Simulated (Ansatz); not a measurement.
COS (`O=C=S`): measurement beside calculation (Ansatz, PBE0-D4/def2-TZVP geometry).

Bond lengths: O1–C2 1.152 Å, C2–S3 1.557 Å. Angles: O1–C2–S3 180.0°.

Measured: 0.715 D (permanent electric dipole moment, magnitude). Source: A Combined Experimental/Quantum-Chemical Study of Tetrel, Pnictogen, and Chalcogen Bonds of Linear Triatomic Molecules, 2021 (pmc:8623034).

```
functional (def2-TZVPP)  dipole (D)  error (D)
                    PBE        0.67      -0.04
                 r2SCAN        0.68      -0.03
                  B3LYP        0.75       0.04
                ωB97M-V        0.69      -0.03
```

The measured dipole is a vibrational average; the computed one belongs to the fixed geometry.

Measured: 11.2 eV (ionisation energy: first ionization potential (HOMO)). Source: Ionization of oriented carbonyl-sulfide molecules by intense circularly polarized laser pulses, 2010 (arxiv:1007.2630).

```
                level  vertical IE (eV)  minus measured (eV)
    PBE-D4/def2-TZVPP             11.22                 0.02
 r2SCAN-D4/def2-TZVPP             11.26                 0.06
   PBE0-D4/def2-TZVPP             11.27                 0.07
  B3LYP-D4/def2-TZVPP             11.30                 0.10
   ωB97X-V/def2-TZVPP             11.25                 0.05
   ωB97M-V/def2-TZVPP             11.23                 0.03
    B2PLYP/def2-TZVPP             11.25                 0.05
−ε(HOMO), LDA (SPW92)              7.61                -3.59
        −ε(HOMO), PBE              7.44                -3.76
     −ε(HOMO), revPBE              7.38                -3.82
       −ε(HOMO), BLYP              7.26                -3.94
     −ε(HOMO), r2SCAN              7.74                -3.46
     −ε(HOMO), B97M-V              7.75                -3.45
       −ε(HOMO), PBE0              8.67                -2.53
      −ε(HOMO), B3LYP              8.41                -2.79
    −ε(HOMO), r2SCANh              8.19                -3.01
    −ε(HOMO), r2SCAN0              8.87                -2.33
      −ε(HOMO), HSE06              8.27                -2.93
      −ε(HOMO), BHLYP              9.74                -1.46
  −ε(HOMO), CAM-B3LYP              9.94                -1.26
    −ε(HOMO), LC-ωPBE             11.29                 0.09
    −ε(HOMO), ωB97X-V             10.93                -0.27
    −ε(HOMO), ωB97M-V             10.75                -0.45
```

Computed values are vertical and leave out zero-point energy and spin–orbit coupling, so an adiabatic measurement lies lower by the cation's relaxation.

Measured: 2062.2 cm⁻¹ (nu1 C-O stretch fundamental, 16O12C32S, infrared spectroscopy); 520.4 cm⁻¹ (nu2 bend fundamental, 16O12C32S, infrared spectroscopy); 859.0 cm⁻¹ (nu3 C-S stretch fundamental, 16O12C32S, infrared spectroscopy). Source: Three new infrared bands of the He-OCS complex, 2017 (arxiv:1706.09431).

Harmonic PBE0-D4 wavenumbers (cm⁻¹, unscaled): 539, 539, 900, 2156. Fundamentals include anharmonicity and usually lie a few per cent under these; harmonic values from spectra compare directly.

Enthalpy of formation at 298 K: -33.1 kcal/mol (zero for an element's reference state; older measured values of the G2 set, as listed by Staroverov and co-workers, J. Chem. Phys. 119, 12129, 2003). With their computed zero-point and thermal terms and the atoms' enthalpies of Curtiss and co-workers (1997) it gives an electronic atomization energy of 333.5 kcal/mol.

| level | atomization (kcal/mol) | error | error per bond |
| --- | --- | --- | --- |
| LDA (SPW92) | 409.6 | 76.1 | 38.0 |
| PBE-D4 | 360.9 | 27.4 | 13.7 |
| revPBE-D4 | 347.7 | 14.1 | 7.1 |
| BLYP-D4 | 346.0 | 12.5 | 6.2 |
| r2SCAN-D4 | 342.9 | 9.3 | 4.7 |
| B97M-V | 342.1 | 8.5 | 4.3 |
| PBE0-D4 | 339.6 | 6.1 | 3.0 |
| B3LYP-D4 | 335.2 | 1.7 | 0.8 |
| r2SCANh-D4 | 335.6 | 2.0 | 1.0 |
| r2SCAN0-D4 | 325.0 | -8.5 | -4.3 |
| HSE06-D4 | 340.2 | 6.7 | 3.3 |
| BHLYP-D4 | 308.3 | -25.2 | -12.6 |
| CAM-B3LYP-D4 | 333.1 | -0.4 | -0.2 |
| ωB97X-V | 335.4 | 1.9 | 1.0 |
| ωB97M-V | 337.8 | 4.2 | 2.1 |
| B2PLYP | 334.9 | 1.3 | 0.7 |
| PBE-QIDH | 333.3 | -0.3 | -0.1 |
| PBE | 359.8 | 26.3 | 13.1 |
| revPBE | 344.1 | 10.6 | 5.3 |
| BLYP | 343.5 | 10.0 | 5.0 |
| r2SCAN | 342.6 | 9.1 | 4.5 |
| PBE0 | 338.7 | 5.2 | 2.6 |
| B3LYP | 333.4 | -0.1 | -0.1 |
| r2SCANh | 335.3 | 1.8 | 0.9 |
| r2SCAN0 | 324.7 | -8.8 | -4.4 |
| HSE06 | 339.4 | 5.9 | 2.9 |
| BHLYP | 306.9 | -26.6 | -13.3 |
| CAM-B3LYP | 332.2 | -1.3 | -0.7 |
| LC-ωPBE | 332.6 | -0.9 | -0.4 |
| RPA@PBE/def2-TZVPP | 304.2 | -29.3 | -14.6 |
| HF/def2-TZVPP | 207.2 | -126.4 | -63.2 |
| MP2/def2-TZVPP | 344.8 | 11.3 | 5.6 |
| SCS-MP2/def2-TZVPP | 334.5 | 0.9 | 0.5 |
| CCSD/def2-TZVPP | 309.1 | -24.5 | -12.2 |
| CCSD(T)/def2-TZVPP | 322.4 | -11.1 | -5.5 |
| HF/def2-QZVPP | 207.5 | -126.0 | -63.0 |
| MP2/def2-QZVPP | 351.2 | 17.7 | 8.8 |
| SCS-MP2/def2-QZVPP | 341.6 | 8.1 | 4.1 |
| CCSD/def2-QZVPP | 314.8 | -18.7 | -9.4 |
| CCSD(T)/def2-QZVPP | 328.9 | -4.7 | -2.3 |
| HF/CBS(def2) | 207.6 | -126.0 | -63.0 |
| MP2/CBS(def2) | 355.8 | 22.3 | 11.1 |
| CCSD/CBS(def2) | 318.9 | -14.6 | -7.3 |
| CCSD(T)/CBS(def2) | 333.4 | -0.1 | -0.1 |

Functionals use def2-TZVPP; B3LYP here is the variant with VWN-RPA as its local correlation; programs differ in this. The calculations leave out spin–orbit coupling, scalar relativity and, for the correlated methods, core correlation; together these are worth up to about 1 kcal/mol a heavy atom. HSE06 is defined as in plane-wave codes. CBS extrapolates def2-TZVPP and def2-QZVPP. T1 = 0.019.
